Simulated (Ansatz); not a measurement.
A structure relaxed at PBE0-D4/def2-TZVP, charge 0, multiplicity 1:

Cartesian coordinates in Å:
```
F -0.6758 -0.2281 -1.1107
S 0.3455 0.2628 -0.0487
F 1.2113 -1.1086 -0.3467
F -0.6898 1.5053 0.2732
F -0.1912 -0.4314 1.2328
```

(1) Give its formula and SMILES.

(2) Point group (tolerance 0.08 Å, 0.16 Å for H)?

(3) Summarise the bond lengths by kind.

## Answers

(1) F4S, `FS(F)(F)F`.

(2) C2v.

(3) 4 × F–S 1.553 to 1.649 Å.

Results of the Gaussian-basis code of Ansatz.
